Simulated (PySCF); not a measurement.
Which determinant of HCl lies lowest?

Unrestricted PBE0; PySCF, no relativity, basis sets H 6-31G(d,p), Cl 6-31G(d,p). Outer shells of the fragments: H 1s1; Cl 3s2 3p5.

Followed along the bond (rough minima from three points):

| 2Ms+1 | unpaired | ⟨S²⟩ at the start | R at minimum (Å) | Te (eV) |
| --- | --- | --- | --- | --- |
| 1 | none | 0.00 | 1.28 | 0.00 |
| 3 | σ ↑, π ↑ | 2.00 | none in the scan | ≤ 6.68 |

Solutions found at the starting distance of 1.290 Å, counted from the lowest of them; the search is not exhaustive and high or unbound solutions are not listed, so other states can lie among these:

```tsv
2Ms+1	unpaired	term	E (eV)	⟨S²⟩	⟨Lz²⟩	μ (D)
1	none	¹Σ⁺	0.00	0.00	0.00	-1.49
3	σ ↑, π ↑	³Π	7.50	2.00	1.01	1.35
```

A term symbol is given only where ⟨S²⟩ and ⟨Lz²⟩ are close to those of a pure state; the other rows mix spins, or terms through real π, δ and φ orbitals. A positive dipole means H(−)Cl(+).

Counting both spins, an empty level lies below a filled one in some of these solutions, because spin and occupation are held.
